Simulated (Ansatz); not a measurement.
`FC1CO1`. Charge 0, multiplicity 1. All single points use the PBE0-D4/def2-TZVP geometry.

```xyz
7

F     1.451    0.751   -0.674
C     0.193    0.632   -0.196
C    -0.308   -0.686    0.141
O     0.095    0.281    1.129
H    -0.428    1.453   -0.543
H    -1.371   -0.902    0.109
H     0.367   -1.529    0.034
```

**Question.** What is the dipole moment at ωB97M-V/def2-TZVPP? (An estimate is asked.)

**Answer.** Computed: 2.21 D, with components (-1.75, -0.76, -1.12) D in this frame, pointing from negative to positive charge.

**Question.** And with PBE, r2SCAN, B3LYP? (Best estimate.)

**Answer.** Computed: PBE 2.02 D, r2SCAN 2.11 D, B3LYP 2.21 D.

**Question.** Give the Mulliken charges with ωB97M-V, r2SCAN, PBE in def2-TZVPP. (Best estimate.)

**Answer.** Ansatz gave: 
| atom | ωB97M-V | r2SCAN | PBE |
| --- | --- | --- | --- |
| F1 | -0.20 | -0.21 | -0.17 |
| C2 | 0.23 | 0.28 | 0.19 |
| C3 | -0.03 | 0.05 | -0.02 |
| O4 | -0.30 | -0.31 | -0.25 |
| H5 | 0.10 | 0.07 | 0.08 |
| H6 | 0.10 | 0.05 | 0.08 |
| H7 | 0.11 | 0.07 | 0.09 |

B3LYP here is the variant with VWN-RPA as its local correlation; programs differ in this.
